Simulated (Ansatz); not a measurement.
# CH5SSi−: an energy map over angle C1–Si2–S3 and dihedral C1–Si2–S3–H8

A grid of calculations on CH5SSi, SMILES C[SiH-]S, charge −1, to see where the energy is lowest and how it rises around there.

Method: RKS PBE0-D4/def2-SVPD; program: Ansatz 0.2.0.

### 1 Where the work starts

SMILES `C[SiH-]S`, 8 atoms, charge -1, spin multiplicity 1.

Atoms are counted from 1 here; the program's logs count them from 0.

Bond lengths: C1–Si2 1.976 Å, C1–H4 1.114 Å, C1–H5 1.111 Å, C1–H6 1.111 Å, Si2–S3 2.328 Å, Si2–H7 1.561 Å, S3–H8 1.361 Å. Angles: Si2–C1–H4 108.9°, Si2–C1–H5 114.1°, Si2–C1–H6 111.0°, H4–C1–H5 107.7°, H4–C1–H6 107.2°, H5–C1–H6 107.7°, C1–Si2–S3 98.2°, C1–Si2–H7 94.4°, S3–Si2–H7 91.4°, Si2–S3–H8 96.9°.

Geometry (Å):

```xyz
8

C    -0.6135    0.8789   -0.4310
Si    1.0378   -0.2062   -0.3937
S     0.3564   -1.7956    1.1647
H    -0.3810    1.8745   -0.8739
H    -1.0652    1.0521    0.5695
H    -1.3873    0.4059   -1.0725
H     1.7171    0.6499    0.7205
H     0.3356   -2.8595    0.3163
```

This geometry comes from a loose relaxation at PBE in a small basis, which is not shown.

### 3 Setting up the map

- angle C1–Si2–S3: 13 values from 73.2 to 123.2 °
- dihedral C1–Si2–S3–H8: 12 values from −180 to 150 °, periodic

Nothing else is relaxed (all other coordinates rigid). Energies count from the relaxed molecule at the same level. Points are written as (first, second).

(The set-up runs are not shown.)

### 4 The run at (98.2°, −180°)

input.yaml reads:

```yaml
crystal:
  periodic: [false, false, false]
  atoms:
    - { symbol: C, position_ang: [-0.611773, 0.877587, -0.424238] }
    - { symbol: Si, position_ang: [1.023423, -0.200557, -0.379194] }
    - { symbol: S, position_ang: [0.329186, -1.787864, 1.144937] }
    - { symbol: H, position_ang: [-0.381724, 1.856117, -0.886206] }
    - { symbol: H, position_ang: [-1.055226, 1.067173, 0.568082] }
    - { symbol: H, position_ang: [-1.380985, 0.395043, -1.050373] }
    - { symbol: H, position_ang: [1.71562, 0.638539, 0.719299] }
    - { symbol: H, position_ang: [1.465898, -2.515868, 1.160046] }
total_charge: -1
basis:
  gaussian: { orbitals: def2-SVPD }
hamiltonian:
  xc: pbe0
  dispersion: d4
output:
  forces: true
```

Run with:

```sh
$ ansatz run input.yaml --threads 1 --pin off --max-ram 2560MiB --backend cpu --events-out ev --progress --plain --runs-dir out
```

The session goes on with these runs: the other points that were computed.

Before running it: what results should come out? Wanted: lowest point; highest computed point; largest force on an atom.

The runs gave:

| quantity | value |
| --- | --- |
| lowest point | (98.2°, 120°), 0.08 kJ/mol |
| highest computed point | (73.2°, 0°), 112 kJ/mol above the lowest |
| largest force on an atom (eV/Å) | 0.03 at (98.2°, 120°) to 2.87 at (73.2°, −90°); 0.03 at the lowest point |
| time for the whole task | 10 min on 1 thread, shared host |

**Reading.** The lowest computed point is at (98.2°, 120°), 0.08 kJ/mol from the relaxed molecule at the same level. A higher local minimum lies near (98.2°, −60°) (3.6 kJ/mol above the lowest at that grid point). The highest computed point, (73.2°, 0°), lies 112 kJ/mol above the lowest. On the interpolated surface the easiest way out of the lowest well to the well at (98.2°, −60°) passes a barrier of about 16 kJ/mol. Round the minimum the valley is somewhat tilted: raising angle C1–Si2–S3 shifts the best value of dihedral C1–Si2–S3–H8 downwards (coupling k₁₂/√(k₁₁k₂₂) about 0.2).
